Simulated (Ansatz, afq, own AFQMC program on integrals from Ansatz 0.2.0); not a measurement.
AFQMC on a folder of integrals that Ansatz 0.2.0 wrote.

```yaml
crystal:
  periodic: [false, false, false]
  atoms:
    - {symbol: Sn, position_ang: [0.000857, -0.000856, -0.000845]}
    - {symbol: H, position_ang: [0.979636, 0.986308, 0.984283]}
    - {symbol: H, position_ang: [-0.988114, -0.980727, 0.981380]}
    - {symbol: H, position_ang: [-0.977540, 0.979361, -0.993263]}
    - {symbol: H, position_ang: [0.885114, -0.884147, -0.872890]}
basis:
  gaussian: {orbitals: def2-SVP}
magnetization: {spin_polarized: false}
correlation: {method: ccsd_t, electrons: outside_noble_gas, hamiltonian_folder: ham}
```

```sh
$ ansatz run in.yaml --threads 1 --pin off --events-out ev --progress --plain --max-ram 1382MiB
```

afq runs on the folder ham with

```
--method free --trial cisd --walkers 70 --time-step 0.03 --max-blocks 80 --target-error 0.00034 --factor-cut 1e-05 --seed 4285 --times 0,0.3,0.6,1.2,1.8,2.4,3.6,4.8,6 --taylor-order 8
```

Times are imaginary, in 1/Eh. The walk had a cap of 517 s. Filled inner d shells are frozen with the cores. Core potentials past Kr, no spin–orbit coupling.

Output of the walk:

```
orbitals 37  electrons 4 4  factors 316 of 546
reference energy -215.62099446 Eh
CCSD correlation -0.12998761 Eh in 8 cycles, weight of the determinant in the CISD state 0.9233
repeat  energy at the last time / Eh  error
    10  -215.754106  0.000396
    20  -215.753700  0.000400
    30  -215.753698  0.000282
time / (1/Eh)  energy / Eh  error  mean overlap
  0.00  -215.751115  0.000098  1.0837
  0.30  -215.752276  0.000108  1.0853
  0.60  -215.752777  0.000133  1.0908
  1.20  -215.753223  0.000115  1.0989
  1.80  -215.753216  0.000137  1.1147
  2.40  -215.753592  0.000147  1.0997
  3.60  -215.753908  0.000232  1.0477
  4.80  -215.753559  0.000229  1.0582
  6.00  -215.753716  0.000271  1.0267
energy -215.753716 +/- 0.000271 Eh
```

The run passed its tests (error under three times the target), which doesn't prove that it has relaxed.

Against this walk (error 7.4 meV) on the same determinant: CCSD(T) 20.2 meV higher, CCSDT(Q) 4.5 meV higher (within the noise). The error is statistical, and a free projection of finite length keeps a remainder of its start.

Cautions: remainder of the start not in the error; no spin-orbit coupling; inner d shell frozen.

The walk took 39 s on 1 thread of Intel(R) Xeon(R) 6975P-C (Granite Rapids) (shared host). The log's last line is the free-projection energy.

CCSDT and higher add their correlation energy to the determinant of the CCSD(T) run, since their own runs factorise the integrals more tightly (a shift of under 2 meV). A walk keeps the symmetry of its determinant, which the program's search chose and which needn't be the lowest solution, so a lower state of the same spin and another symmetry isn't excluded.
